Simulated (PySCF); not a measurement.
C4H7ClO.
Numbering: `[CH3:1][CH2:2][CH2:3][C:4](=[O:5])[Cl:6]` (hydrogens: H7, H8, H9 on C1; H10, H11 on C2; H12, H13 on C3)

A GFN2-xTB structure was refined with PBE0-D3(BJ)/def2-SVP geometry optimisation, gas phase (PySCF 2.14.0). Its GFN2-xTB values:

| coordinate | GFN2-xTB |
| --- | --- |
| C1–C2 | 1.543 Å |
| C1–H7 | 1.110 Å |
| C2–C3 | 1.537 Å |
| C2–H10 | 1.079 Å |
| C3–C4 | 1.438 Å |
| C3–H12 | 1.096 Å |
| C4=O5 | 1.204 Å |
| C4–Cl6 | 1.810 Å |
| C1–C2–C3 | 112.6° |
| C2–C3–C4 | 111.7° |
| C3–C4–O5 | 131.2° |
| C3–C4–Cl6 | 111.6° |
| O5–C4–Cl6 | 117.2° |

Q: How do these coordinates change at the PBE0-D3(BJ)/def2-SVP level?

A: 
| coordinate | PBE0-D3(BJ)/def2-SVP (Å or °) | change |
| --- | --- | --- |
| C3–C4 | 1.499 | +0.061 |
| C2–H10 | 1.102 | +0.023 |
| C1–C2 | 1.520 | -0.023 |
| C4=O5 | 1.182 | -0.022 |
| C2–C3 | 1.519 | -0.018 |
| C4–Cl6 | 1.798 | -0.012 |
| C3–H12 | 1.104 | +0.008 |
| C1–H7 | 1.102 | -0.008 |
| C3–C4–O5 | 127.7 | -3.5 |
| O5–C4–Cl6 | 120.6 | +3.4 |
| C2–C3–C4 | 113.6 | +1.9 |
| C1–C2–C3 | 112.2 | -0.4 |
| C3–C4–Cl6 | 111.7 | +0.1 |

The energy falls by 0.202 eV over 10 energy and gradient evaluations, the largest force component goes from 0.0609 to 3.1e-04 Eh/bohr, and the atoms move by 0.027 Å rms after alignment. The bond that changes most is C3–C4 (sp3 carbon next to a carbonyl to acyl halide carbon), which lengthens by 0.061 Å. Bonds longer at the end by more than 0.005 Å: 7 of 12; shorter: 5. Rotational constants go from 6899, 1329, 1138 to 6838, 1318, 1128 MHz.

The run used 123 basis functions and 73 SCF cycles in all.

Whether it is a minimum is left open (no frequencies). The numbers are those of one conformer.

The values belong to the conformer `[CH3:1][CH2:2][CH2:3][C:4](=[O:5])[Cl:6]`: C1–C2–C3–C4 180°, C2–C3–C4–O5 0°.
